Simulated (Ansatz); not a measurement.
A nudged elastic band was laid between two geometries of C2H5N (8 atoms, charge 0, multiplicity 1).

Method: RKS PBE-D4/def2-TZVP in Ansatz.

| Quantity | Value |
| --- | --- |
| movable images | 5 |
| climbing image | yes |
| spring | 5.0 eV/Å² |
| optimiser | quadratic models (default) |
| start path | through a guess of the saddle point |
| force threshold | 0.05 eV/Å |
| iteration limit | 60 |
| end points | relaxed |

Image 0:

```xyz
8
Properties=species:S:1:pos:R:3
C -0.718 0.757 -0.790
N 0.451 0.316 -0.563
C 0.629 -0.571 0.568
H -1.599 0.499 -0.169
H -0.881 1.430 -1.641
H -0.304 -0.774 1.131
H 1.049 -1.524 0.213
H 1.374 -0.134 1.251
```

Image 6:

```xyz
8
Properties=species:S:1:pos:R:3
C -1.314 0.835 -0.711
N -0.072 0.450 -0.578
C 0.552 -0.441 0.419
H -1.879 0.342 0.122
H 0.600 0.808 -1.265
H -0.228 -0.775 1.114
H 1.004 -1.314 -0.076
H 1.336 0.095 0.975
```

**Question.** Which bonds break or form, and what moves?

**Answer.** Bonds broken: C1–H5. Bonds formed: N2–H5.

**Question.** What energy profile does the band end with?

**Answer.** It converged. The highest image is number 4 of 0 to 6, 3.35 eV above the first end and 1.78 eV above the last; the last end lies 1.58 eV above the first. Neighbouring images differ by up to 1.5 eV, so the band resolves the path poorly. A vibrational analysis at the climbing image gives one clearly imaginary mode, 1873i cm⁻¹: a first-order saddle point. The orbitals stay closed-shell, which can raise the energy where a bond breaks towards radicals; this wasn't checked here.

```json
{"image": "0", "path coordinate (Å)": "0.00", "energy (eV)": "0.00", "C1–H5 (Å)": "1.10", "N2–H5 (Å)": "2.04"}
{"image": "1", "path coordinate (Å)": "0.32", "energy (eV)": "0.15", "C1–H5 (Å)": "1.09", "N2–H5 (Å)": "1.92"}
{"image": "2", "path coordinate (Å)": "0.64", "energy (eV)": "0.93", "C1–H5 (Å)": "1.09", "N2–H5 (Å)": "1.70"}
{"image": "3", "path coordinate (Å)": "0.97", "energy (eV)": "2.40", "C1–H5 (Å)": "1.16", "N2–H5 (Å)": "1.44"}
{"image": "4", "path coordinate (Å)": "1.29", "energy (eV)": "3.35", "C1–H5 (Å)": "1.34", "N2–H5 (Å)": "1.19"}
{"image": "5", "path coordinate (Å)": "1.73", "energy (eV)": "2.22", "C1–H5 (Å)": "1.70", "N2–H5 (Å)": "1.03"}
{"image": "6", "path coordinate (Å)": "2.17", "energy (eV)": "1.58", "C1–H5 (Å)": "1.99", "N2–H5 (Å)": "1.02"}
```

**Question.** What is the geometry of the highest image?

**Answer.** 
```xyz
8
Properties=species:S:1:pos:R:3:forces:R:3
C -1.101 0.777 -0.764 0.02 0.00 0.00
N 0.138 0.434 -0.505 -0.03 0.00 0.00
C 0.634 -0.488 0.527 0.01 0.00 0.00
H -1.918 0.343 -0.124 -0.01 0.00 0.00
H -0.015 1.091 -1.485 0.01 -0.01 0.00
H -0.229 -0.831 1.126 0.00 0.00 0.00
H 1.128 -1.349 0.055 0.00 0.00 0.00
H 1.363 0.024 1.170 0.00 0.00 0.00
```

The run took 63 s on 2 threads of AMD EPYC 7R13 Processor (Zen 3), on a shared host, peak memory 0.19 GiB.
